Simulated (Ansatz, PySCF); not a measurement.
Isomers of C2H6S: 1 is CCS, 2 is CSC; one conformer of each (the lowest of an xTB search), B3LYP-D3(BJ)/def2-TZVP minima.
Isomer 1 (charge 0, multiplicity 1):
```xyz
9

C     -0.88843     0.34708    -0.16572
C      0.22907    -0.63302     0.15456
S      1.88372    -0.08996    -0.40651
H     -1.85302    -0.05621     0.15395
H     -0.93502     0.54978    -1.23591
H     -0.73506     1.29694     0.34961
H      0.07362    -1.58159    -0.36144
H      0.27323    -0.85107     1.22145
H      1.95187     1.01804     0.35081
```
Isomer 2 (charge 0, multiplicity 1, Z-matrix in Å and degrees):
```
S
C 1 1.8111
H 2 1.0891 1 107.18
H 2 1.0906 3 108.89 1 120.22
H 2 1.0906 3 108.89 4 119.56
C 1 1.8112 2 99.32 3 180.00
H 6 1.0891 1 107.18 2 -180.00
H 6 1.0906 7 108.89 1 -120.22
H 6 1.0906 7 108.89 8 -119.56
```

No zero-point or thermal terms.

Rows in 6-31G* carry no dispersion term and start afresh at each structure (6-31G* with six Cartesian d functions). MP2/6-31G* freezes PySCF's default core.

Run with Ansatz (Gaussian orbitals); PySCF for 6-31G* rows, the dispersion terms. 

Task: One of these levels gives 1.86 kcal/mol for the electronic energy of isomer 2 less that of isomer 1. Which?
A. r2SCAN-D3(BJ)/def2-TZVPP
B. MP2/6-31G*
C. HF/cc-pV(T+d)Z
D. BP86/6-31G*

Result: C, HF/cc-pV(T+d)Z. The others give -0.18 (BP86/6-31G*), 1.13 (r2SCAN-D3(BJ)/def2-TZVPP), -0.49 (MP2/6-31G*)

Ansatz is a program for electronic structure.
